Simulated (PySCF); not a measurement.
**Frontier levels across methods**

Species: C₄H₅F.
Cartesian coordinates in Å at the PBE0-D3(BJ)/def2-SVP level; atoms count from 1:
```xyz
10
C4H5F angstrom
C     -1.2027   -0.2318   -0.4227
C     -0.0617    0.1503    0.4929
C      1.2313    0.8047   -0.0493
C      1.2869   -0.4162    0.3657
F      2.0035   -1.4916    0.5585
H     -1.9010    0.6102   -0.5554
H     -1.7796   -1.0745   -0.0086
H     -0.8302   -0.5268   -1.4159
H     -0.4000    0.4638    1.4972
H      1.6477    1.7107   -0.4771
```

Basis pcSseg-2 throughout (PySCF), one geometry. Geometry: PBE0-D3(BJ)/def2-SVP; no solvent, vibrations or thermal averaging.

Question: How do the orbital energies, the gap and the dipole change with the method?

Answer: 
```csv
method,kind,HOMO (eV),LUMO (eV),gap (eV),μ (D),SCF cycles
BLYP,GGA,-5.92,-0.58,5.34,1.09,14
B97-D,GGA,-6.01,-0.57,5.44,1.08,14
OPBE,GGA,-6.01,-0.52,5.49,1.01,15
PBE,GGA,-6.05,-0.69,5.36,1.06,14
KT2,GGA,-6.06,-0.65,5.41,1.11,16
KT3,GGA,-6.09,-0.62,5.47,1.09,15
BP86,GGA,-6.13,-0.74,5.38,1.06,14
LDA,LDA,-6.21,-0.95,5.26,1.14,14
B97-2,global hybrid,-6.98,0.32,7.30,1.18,14
B3LYP,global hybrid,-7.03,0.08,7.11,1.21,14
PBE0,global hybrid,-7.24,0.35,7.59,1.19,14
mPW1PW91,global hybrid,-7.26,0.35,7.60,1.20,14
BHandHLYP,global hybrid,-8.31,1.20,9.50,1.34,13
CAM-B3LYP,range-separated hybrid,-8.60,1.33,9.93,1.27,13
wB97X-D,range-separated hybrid,-9.07,2.20,11.27,1.20,13
HF,Hartree–Fock,-9.87,2.74,12.61,1.41,11
LC-wPBE,range-separated hybrid,-9.95,2.48,12.43,1.25,14
```

The HOMO spans 4.03 eV, from BLYP down to LC-wPBE, and the gap runs from 5.26 eV (LDA) to 12.61 eV (HF). Over the methods BLYP (0 %), B97-D (0 %), OPBE (0 %), PBE (0 %), KT2 (0 %), KT3 (0 %), BP86 (0 %), LDA (0 %), B97-2 (21 %), B3LYP (20 %), PBE0 (25 %), mPW1PW91 (25 %), BHandHLYP (50 %), HF (100 %), a straight line through the gap against the share of exact exchange rises by 0.75 eV for each 10 % (correlation coefficient 0.996). The dipole ranges from 1.01 D (OPBE) to 1.41 D (HF). This basis has no diffuse functions.
